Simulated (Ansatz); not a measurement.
Start from `CC(O)(F)C=O` and change one atom or group to get `O=CC(O)F`.

Ansatz, PBE0-D4/def2-TZVP geometries, multiplicity 1. Each molecule was computed in one conformer, which needn't be the lowest.

```csv
property,`CC(O)(F)C=O`
HOMO energy (PBE/def2-TZVPP) / eV,-6.68
LUMO energy (ωB97M-V/def2-TZVPP) / eV,0.72
HOMO–LUMO gap (B3LYP/def2-TZVPP) / eV,6.15
LUMO energy (PBE/def2-TZVPP) / eV,-2.83
LUMO energy (PBE0/def2-TZVPP) / eV,-1.63
size of the dipole moment (ωB97M-V/def2-TZVPP) / D,2.13
```

Q: Give the same properties after the change, and the shifts. (Best estimate.)

A: Ansatz gave: 
```csv
property,`O=CC(O)F`,shift
HOMO energy (PBE/def2-TZVPP) / eV,-6.83,-0.15
LUMO energy (ωB97M-V/def2-TZVPP) / eV,0.55,-0.17
HOMO–LUMO gap (B3LYP/def2-TZVPP) / eV,6.14,-0.01
LUMO energy (PBE/def2-TZVPP) / eV,-3.02,-0.19
LUMO energy (PBE0/def2-TZVPP) / eV,-1.82,-0.19
size of the dipole moment (ωB97M-V/def2-TZVPP) / D,1.78,-0.35
```

Dipoles are sizes alone; their direction can turn.

B3LYP here is the variant with VWN-RPA as its local correlation; programs differ in this.
